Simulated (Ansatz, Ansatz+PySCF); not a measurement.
```yaml
atoms:
  - { symbol: O, position_ang: [0.0000, 0.0000, 0.0745] }
  - { symbol: H, position_ang: [0.9429, 0.0000, -0.1986] }
  - { symbol: H, position_ang: [-0.4715, 0.8166, -0.1986] }
  - { symbol: H, position_ang: [-0.4715, -0.8166, -0.1986] }
```

RHF-MP2 on singlet H₃O(+) was run in several spherical basis sets with Ansatz (development build ahead of 0.2.0). Frozen core: 1 orbital.

Q: Rank the basis sets by the total energy that they give, lowest first, with the distance from the lowest.
A. cc-pVTZ
B. 6-31G(d)
C. def2-SVP

A: A (0.00 eV), B (3.39 eV), C (4.00 eV).

Totals follow the description of the cores as much as that of the bonds, so this order isn't one of quality for chemistry.
